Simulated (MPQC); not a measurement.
# PBE50/3-21++G run of PHF2 (SMILES FPF)

Aim: the vertical electron affinity of PHF2 at PBE50/3-21++G, from 2 runs. 

Program for the calculation: MPQC 2.3.1.

3 further runs of the same task are left out: 3 set aside as unsound or not needed.

## Step 1: The molecule

PHF2 has 4 atoms, charge 0, and is taken as a singlet. SMILES: `FPF`. Geometry: relaxed at GFN2-xTB.

Bond lengths: F1–P2 1.617 Å, P2–F3 1.617 Å, P2–H4 1.418 Å. Angles: F1–P2–F3 94.7°, F1–P2–H4 92.6°, F3–P2–H4 92.6°.

## Step 2: Energy and gradient at PBE50/3-21++G

The input, input.in:

```
% F2HP
molecule<Molecule>: (
   symmetry = auto
   unit = bohr
   { atoms geometry } = {
      F  [ 2.26899416 1.14116781 -0.46118766 ]
      P  [ -0.03930630 -0.81828921 -0.86927402 ]
      F  [ -2.22451000 1.25757494 -0.36970602 ]
      H  [ -0.00517785 -1.58045355 1.70016770 ]
   }
)
basis<GaussianBasisSet>: (
   name = "3-21++G"
   molecule = $:molecule
   puream = yes
)
mpqc: (
   checkpoint = no
   savestate = no
   restart = no
   do_energy = yes
   do_gradient = yes
   optimize = no
   mole<CLKS>: (
      molecule = $:molecule
      basis = $:basis
      total_charge = 0
      memory = 1000000000
      print_evals = yes
      print_npa = yes
      maxiter = 80
      functional<SumDenFunctional>: (
         a0 = 0.5
         coefs = [ 0.5 1 ]
         funcs: [ <PBEXFunctional>: () <PBECFunctional>: () ]
      )
      integrator<RadialAngularIntegrator>: ( grid = xfine )
      guess_wavefunction<CLHF>: (
         molecule = $:molecule
         total_charge = 0
         memory = 1000000000
         value_accuracy = 1e-3
         basis<GaussianBasisSet>: (
            name = "MINI (Huzinaga)"
            molecule = $:molecule
         )
      )
   )
)
```

Launch:

```
$ mpqc -o input.out input.in
```

Standard output:

```text
MPQC: Massively Parallel Quantum Chemistry
                                   Version 2.3.1

  Using IntegralV3 by default for molecular integrals evaluation

  Molecule: setting point group to c1

      CLSCF::init: total charge = 0

      docc = [ 17 ]
      nbasis = 20

  CLSCF::init: total charge = 0

  docc = [ 17 ]
  nbasis = 46

  Molecular formula HF2P

  MPQC options:
    matrixkit     = <ReplSCMatrixKit>
    restart       = no
    checkpoint    = no
    savestate     = no
    do_energy     = yes
    do_gradient   = yes
    optimize      = no
    write_pdb     = no
    print_mole    = yes
    print_timings = yes

  SCF::compute: energy accuracy = 1.0000000e-08

  nuclear repulsion energy =  116.3202935431

  integral intermediate storage = 52460 bytes
  integral cache = 999930244 bytes
  Projecting guess wavefunction into the present basis set

      SCF::compute: energy accuracy = 1.0000000e-03

      nuclear repulsion energy =  116.3202935431

      integral intermediate storage = 77938 bytes
      integral cache = 999918702 bytes
      Starting from core Hamiltonian guess

      Using symmetric orthogonalization.
      n(basis):            20
      Maximum orthogonalization residual = 1.95087
      Minimum orthogonalization residual = 0.236671
      Beginning iterations.  Basis is MINI (Huzinaga).
      iter     1 energy = -536.4770963645 delta = 5.50572e-01
      iter     2 energy = -537.0671995718 delta = 1.04605e-01
      iter     3 energy = -537.1054123693 delta = 3.55167e-02
      iter     4 energy = -537.1068137621 delta = 6.61471e-03
      iter     5 energy = -537.1069222775 delta = 1.24791e-03

      HOMO is    17   A =  -0.438589
      LUMO is    18   A =   0.155950

      total scf energy = -537.1069222775

      Projecting the guess density.

        The number of electrons in the guess density = 34
        Using symmetric orthogonalization.
        n(basis):            46
        Maximum orthogonalization residual = 5.58788
        Minimum orthogonalization residual = 0.00405867
        The number of electrons in the projected density = 33.9849

  Beginning iterations.  Basis is 3-21++G.
  Integrated electron density error = -0.002022416002
  iter     1 energy = -538.2100106680 delta = 2.03525e-01
  Integrated electron density error = -0.000206937716
  iter     2 energy = -538.5446175693 delta = 3.85506e-02
  Integrated electron density error = -0.000288303714
  iter     3 energy = -538.5491517331 delta = 1.82763e-02
  Integrated electron density error = -0.000226352975
  iter     4 energy = -538.6012209696 delta = 7.79588e-03
  Integrated electron density error = -0.000039891692
  iter     5 energy = -538.6014850850 delta = 8.78227e-04
  Integrated electron density error = -0.000039846771
  iter     6 energy = -538.6014970094 delta = 2.10872e-04
  Integrated electron density error = -0.000003106297
  iter     7 energy = -538.6015232465 delta = 6.55806e-05
  Integrated electron density error = -0.000003106301
  iter     8 energy = -538.6015232815 delta = 1.22390e-05
  Integrated electron density error = -0.000003106326
  iter     9 energy = -538.6015232832 delta = 2.41037e-06
  Integrated electron density error = -0.000003106338
  iter    10 energy = -538.6015232837 delta = 1.57593e-06
  Integrated electron density error = -0.000003106338
  iter    11 energy = -538.6015232837 delta = 7.99315e-07
  Integrated electron density error = -0.000003106341
  iter    12 energy = -538.6015232837 delta = 1.05866e-07
  Integrated electron density error = -0.000003106340
  iter    13 energy = -538.6015232837 delta = 5.24978e-08

  A
        1  -77.74905    2.00000
        2  -25.22169    2.00000
        3  -25.22145    2.00000
        4   -7.03584    2.00000
        5   -5.08749    2.00000
        6   -5.08524    2.00000
        7   -5.07904    2.00000
        8   -1.43024    2.00000
        9   -1.38939    2.00000
       10   -0.79244    2.00000
       11   -0.62431    2.00000
       12   -0.62045    2.00000
       13   -0.59441    2.00000
       14   -0.55047    2.00000
       15   -0.52904    2.00000
       16   -0.51425    2.00000
       17   -0.38112    2.00000
       18   -0.02292    0.00000
       19   -0.00468    0.00000
       20    0.02043    0.00000
       21    0.06002    0.00000
       22    0.09498    0.00000
       23    0.09789    0.00000
       24    0.11164    0.00000
       25    0.18182    0.00000
       26    0.28730    0.00000
       27    0.28818    0.00000
       28    0.29023    0.00000
       29    0.29164    0.00000
       30    0.33404    0.00000
       31    0.37021    0.00000
       32    0.41945    0.00000
       33    0.47818    0.00000
       34    0.56001    0.00000
       35    0.58553    0.00000
       36    0.59430    0.00000
       37    0.88207    0.00000
       38    1.11958    0.00000
       39    2.15464    0.00000
       40    2.16116    0.00000
       41    2.21690    0.00000
       42    2.22138    0.00000
       43    2.24222    0.00000
       44    2.40150    0.00000
       45    3.73513    0.00000
       46    3.86223    0.00000

  HOMO is    17   A =  -0.381123
  LUMO is    18   A =  -0.022916

  total scf energy = -538.6015232837

  SCF::compute: gradient accuracy = 1.0000000e-06

  Integrated electron density error = -0.000003105223
  Total Gradient:
       1   F  -0.0392654274  -0.0262425176   0.0001246440
       2   P   0.0012190168   0.0441630360   0.0074181196
       3   F   0.0378494093  -0.0282440740  -0.0015042445
       4   H   0.0001970013   0.0103235556  -0.0060385190
Value of the MolecularEnergy: -538.6015232837

  Gradient of the MolecularEnergy:
      1   -0.0392654274
      2   -0.0262425176
      3    0.0001246440
      4    0.0012190168
      5    0.0441630360
      6    0.0074181196
      7    0.0378494093
      8   -0.0282440740
      9   -0.0015042445
     10    0.0001970013
     11    0.0103235556
     12   -0.0060385190

  Closed Shell Kohn-Sham (CLKS) Parameters:
    Function Parameters:
      value_accuracy    = 9.015294e-09 (1.000000e-08) (computed)
      gradient_accuracy = 9.015294e-07 (1.000000e-06) (computed)
      hessian_accuracy  = 0.000000e+00 (1.000000e-04)

    Molecule:
      Molecular formula: HF2P
      molecule<Molecule>: (
        symmetry = c1
        unit = "bohr"
        {  n atoms                        geometry                     }={
           1     F [    2.2743894594     0.8748861236     0.1246627225]
           2     P [   -0.0339110006    -1.0845708964    -0.2834236375]
           3     F [   -2.2191147006     0.9912932536     0.2161443625]
           4     H [    0.0002174494    -1.8467352364     2.2860180825]
        }
      )
      Atomic Masses:
         18.99840   30.97376   18.99840    1.00783

    Electronic basis:
      GaussianBasisSet:
        nbasis = 46
        nshell = 16
        nprim  = 28
        name = "3-21++G"
    Natural Population Analysis:
       n   atom    charge     ne(S)     ne(P)
        1    F   -0.576489  3.925568  5.650920
        2    P    1.263643  5.636151  8.100206
        3    F   -0.576447  3.925558  5.650889
        4    H   -0.110707  1.110707

    SCF Parameters:
      maxiter = 80
      density_reset_frequency = 10
      level_shift = 0.000000

    CLSCF Parameters:
      charge = 0.0000000000
      ndocc = 17
      docc = [ 17 ]

    Functional:
      Sum of Functionals:
        +0.5000000000000000 Hartree-Fock Exchange
        +0.5000000000000000
          Object of type PBEXFunctional
        +1.0000000000000000
          Object of type PBECFunctional
    Integrator:
      RadialAngularIntegrator:
        Pruned xfine grid employed
                                CPU  Wall
mpqc:                         31.34 31.37
  NAO:                         0.00  0.00
  calc:                       31.31 31.35
    compute gradient:         13.53 13.56
      nuc rep:                 0.00  0.00
      one electron gradient:   0.01  0.01
      overlap gradient:        0.00  0.00
      two electron gradient:  13.52 13.55
        grad:                 13.52 13.55
          integrate:          13.20 13.23
          two-body:            0.17  0.17
            contribution:      0.16  0.16
            setup:             0.01  0.01
    vector:                   17.79 17.79
      density:                 0.00  0.00
      evals:                   0.01  0.01
      extrap:                  0.01  0.01
      fock:                   17.52 17.52
        accum:                 0.00  0.00
        init pmax:             0.00  0.00
        integrate:            17.03 17.04
        local data:            0.00  0.00
        setup:                 0.00  0.00
        sum:                   0.00  0.00
        symm:                  0.00  0.00
      vector:                  0.06  0.06
        density:               0.00  0.00
        evals:                 0.00  0.00
        extrap:                0.00  0.00
        fock:                  0.06  0.06
          accum:               0.00  0.00
          ao_gmat:             0.05  0.05
          init pmax:           0.00  0.00
          local data:          0.00  0.00
          setup:               0.00  0.00
          sum:                 0.00  0.00
          symm:                0.00  0.00
  input:                       0.02  0.02
```

Wall time 32 s (1 thread of Intel Xeon at 2.50GHz (Skylake/Cascade Lake), shared host).

## Step 3: The doublet anion at the same level

The input, job.in:

```
% F2HP
molecule<Molecule>: (
  symmetry = auto
  unit = bohr
  { atoms geometry } = {
    F  [ 2.26899416 1.14116781 -0.46118766 ]
    P  [ -0.03930630 -0.81828921 -0.86927402 ]
    F  [ -2.22451000 1.25757494 -0.36970602 ]
    H  [ -0.00517785 -1.58045355 1.70016770 ]
  }
)
basis<GaussianBasisSet>: (
  name = "3-21++G"
  molecule = $:molecule
  puream = yes
)
mpqc: (
  checkpoint = no
  savestate = no
  restart = no
  do_energy = yes
  do_gradient = yes
  optimize = no
  mole<UKS>: (
    molecule = $:molecule
    basis = $:basis
    total_charge = -1
    multiplicity = 2
    memory = 1000000000
    print_evals = yes
    print_npa = yes
    maxiter = 80
    functional<SumDenFunctional>: (
      a0 = 0.5
      coefs = [ 0.5 1 ]
      funcs: [ <PBEXFunctional>: () <PBECFunctional>: () ]
    )
    integrator<RadialAngularIntegrator>: ( grid = xfine )
    guess_wavefunction<UHF>: (
      molecule = $:molecule
      total_charge = -1
      multiplicity = 2
      memory = 1000000000
      value_accuracy = 1e-3
      basis<GaussianBasisSet>: (
        name = "MINI (Huzinaga)"
        molecule = $:molecule
      )
    )
  )
)
```

Launch:

```
$ mpqc job.in > job.out
```

Standard output:

```text
MPQC: Massively Parallel Quantum Chemistry
                                   Version 2.3.1

  Using IntegralV3 by default for molecular integrals evaluation

  Molecule: setting point group to c1

      USCF::init: total charge = -1

      alpha = [ 18 ]
      beta  = [ 17 ]

  USCF::init: total charge = -1

  alpha = [ 18 ]
  beta  = [ 17 ]

  Molecular formula HF2P

  MPQC options:
    matrixkit     = <ReplSCMatrixKit>
    restart       = no
    checkpoint    = no
    savestate     = no
    do_energy     = yes
    do_gradient   = yes
    optimize      = no
    write_pdb     = no
    print_mole    = yes
    print_timings = yes

  SCF::compute: energy accuracy = 1.0000000e-08

  nuclear repulsion energy =  116.3202935431

  Projecting guess wavefunction into the present basis set

      SCF::compute: energy accuracy = 1.0000000e-03

      nuclear repulsion energy =  116.3202935431

      Starting from core Hamiltonian guess

      Using symmetric orthogonalization.
      n(basis):            20
      Maximum orthogonalization residual = 1.95087
      Minimum orthogonalization residual = 0.236671
      Beginning iterations.  Basis is MINI (Huzinaga).
      iter     1 energy = -536.4846831438 delta = 5.72335e-01
      iter     2 energy = -536.9061642453 delta = 7.69327e-02
      iter     3 energy = -536.9548215698 delta = 3.33127e-02
      iter     4 energy = -536.9608161397 delta = 1.42259e-02
      iter     5 energy = -536.9611531972 delta = 3.51788e-03
      iter     6 energy = -536.9612235673 delta = 1.24962e-03

      <S^2>exact = 0.750000
      <S^2>      = 0.764787

      total scf energy = -536.9612235673

      Projecting the guess density.

        The number of electrons in the guess density = 18
        Using symmetric orthogonalization.
        n(basis):            46
        Maximum orthogonalization residual = 5.58788
        Minimum orthogonalization residual = 0.00405867
        The number of electrons in the projected density = 17.9917

      Projecting the guess density.

        The number of electrons in the guess density = 17
        The number of electrons in the projected density = 16.9925

  Beginning iterations.  Basis is 3-21++G.
  Integrated electron density error = -0.001688815765
  iter     1 energy = -538.0966329338 delta = 2.06879e-01
  Integrated electron density error = -0.001975634437
  iter     2 energy = -538.5040630561 delta = 4.78670e-02
  Integrated electron density error = -0.002291964622
  iter     3 energy = -538.5538006187 delta = 1.77619e-02
  Integrated electron density error = -0.000308420141
  iter     4 energy = -538.5766202004 delta = 9.69132e-03
  Integrated electron density error = -0.000315525957
  iter     5 energy = -538.5808938107 delta = 6.85671e-03
  Integrated electron density error = -0.000334392443
  iter     6 energy = -538.5826724357 delta = 4.46184e-03
  Integrated electron density error = -0.000351155532
  iter     7 energy = -538.5835709483 delta = 3.46032e-03
  Integrated electron density error = -0.000372576264
  iter     8 energy = -538.5843631468 delta = 4.21003e-03
  Integrated electron density error = -0.000385073900
  iter     9 energy = -538.5846338691 delta = 2.35165e-03
  Integrated electron density error = -0.000398148778
  iter    10 energy = -538.5848207138 delta = 2.23800e-03
  [... 47 further iterations ...]
  Integrated electron density error = -0.000002897224
  iter    58 energy = -538.5849872082 delta = 3.39858e-08
  Integrated electron density error = -0.000002897226
  iter    59 energy = -538.5849872082 delta = 7.97488e-08
  Integrated electron density error = -0.000002897225
  iter    60 energy = -538.5849872082 delta = 2.42404e-08
  Integrated electron density error = -0.000002897225
  iter    61 energy = -538.5849872082 delta = 2.46574e-08
  Integrated electron density error = -0.000002897225
  iter    62 energy = -538.5849872082 delta = 5.67493e-08
  Integrated electron density error = -0.000002897225
  iter    63 energy = -538.5849872082 delta = 2.54099e-08
  Integrated electron density error = -0.000002897224
  iter    64 energy = -538.5849872082 delta = 1.77833e-08
  Integrated electron density error = -0.000002897224
  iter    65 energy = -538.5849872082 delta = 2.93007e-08
  Integrated electron density error = -0.000002897224
  iter    66 energy = -538.5849872082 delta = 2.14562e-08
  Integrated electron density error = -0.000002897224
  iter    67 energy = -538.5849872082 delta = 2.88849e-08

  <S^2>exact = 0.750000
  <S^2>      = 0.751592

  total scf energy = -538.5849872082

  SCF::compute: gradient accuracy = 1.0000000e-06

  Integrated electron density error = -0.000002898926
  Total Gradient:
       1   F  -0.0542399137  -0.0747169151  -0.0096254271
       2   P   0.0042244963   0.1395122378   0.0298978237
       3   F   0.0498628510  -0.0774106569  -0.0117391640
       4   H   0.0001525664   0.0126153342  -0.0085332326
Value of the MolecularEnergy: -538.5849872082

  Gradient of the MolecularEnergy:
      1   -0.0542399137
      2   -0.0747169151
      3   -0.0096254271
      4    0.0042244963
      5    0.1395122378
      6    0.0298978237
      7    0.0498628510
      8   -0.0774106569
      9   -0.0117391640
     10    0.0001525664
     11    0.0126153342
     12   -0.0085332326

  Unrestricted Kohn-Sham (UKS) Parameters:
    Function Parameters:
      value_accuracy    = 9.269329e-09 (1.000000e-08) (computed)
      gradient_accuracy = 9.269329e-07 (1.000000e-06) (computed)
      hessian_accuracy  = 0.000000e+00 (1.000000e-04)

    Molecule:
      Molecular formula: HF2P
      molecule<Molecule>: (
        symmetry = c1
        unit = "bohr"
        {  n atoms                        geometry                     }={
           1     F [    2.2743894594     0.8748861236     0.1246627225]
           2     P [   -0.0339110006    -1.0845708964    -0.2834236375]
           3     F [   -2.2191147006     0.9912932536     0.2161443625]
           4     H [    0.0002174494    -1.8467352364     2.2860180825]
        }
      )
      Atomic Masses:
         18.99840   30.97376   18.99840    1.00783

    Electronic basis:
      GaussianBasisSet:
        nbasis = 46
        nshell = 16
        nprim  = 28
        name = "3-21++G"
    Natural Population Analysis:
       n   atom    charge     ne(S)     ne(P)
        1    F   -0.672001  3.944177  5.727824
        2    P    0.476093  5.626622  8.897285
        3    F   -0.671885  3.944115  5.727770
        4    H   -0.132206  1.132206

    SCF Parameters:
      maxiter = 80
      density_reset_frequency = 10
      level_shift = 0.250000

    UnrestrictedSCF Parameters:
      charge = -1.0000000000
      nalpha = 18
      nbeta = 17
      alpha = [ 18 ]
      beta  = [ 17 ]

    Functional:
      Sum of Functionals:
        +0.5000000000000000 Hartree-Fock Exchange
        +0.5000000000000000
          Object of type PBEXFunctional
        +1.0000000000000000
          Object of type PBECFunctional
    Integrator:
      RadialAngularIntegrator:
        Pruned xfine grid employed
                                 CPU   Wall
mpqc:                         190.05 191.05
  NAO:                          0.00   0.00
  calc:                       190.02 191.02
    compute gradient:          12.68  12.68
      nuc rep:                  0.00   0.00
      one electron gradient:    0.01   0.01
      overlap gradient:         0.00   0.00
      two electron gradient:   12.66  12.67
        grad:                  12.66  12.67
          integrate:           12.29  12.30
          two-body:             0.23   0.23
    vector:                   177.34 178.34
      density:                  0.03   0.03
      evals:                    0.14   0.15
      extrap:                   0.10   0.10
      fock:                   176.82 177.81
        integrate:            174.43 175.42
      vector:                   0.06   0.06
        density:                0.00   0.00
        evals:                  0.00   0.00
        extrap:                 0.00   0.00
        fock:                   0.05   0.05
  input:                        0.02   0.02
```

It took 3.2 min on 1 thread of Intel Xeon at 2.50GHz (Skylake/Cascade Lake), shared host.

## Step 4: Summary of results

At PBE50/3-21++G:

```
                                         quantity          value
                       singlet PHF2: total energy  -538.60152 Eh
                        singlet PHF2: HOMO energy      -10.37 eV
                        singlet PHF2: LUMO energy       -0.62 eV
                      singlet PHF2: HOMO–LUMO gap        9.75 eV
           singlet PHF2: largest force on an atom     2.430 eV/Å
                      doublet anion: total energy  -538.58499 Eh
                              doublet anion: ⟨S²⟩          0.752
          doublet anion: largest force on an atom     7.340 eV/Å
vertical electron affinity (to the doublet anion)      -0.450 eV
```

The anion lies 0.45 eV (43.4 kJ/mol) above the neutral: the electron isn't bound at this level, and such a value depends on the basis. The largest force (singlet PHF2) is 2.43 eV/Å: the shape isn't a stationary point for this species at this level.
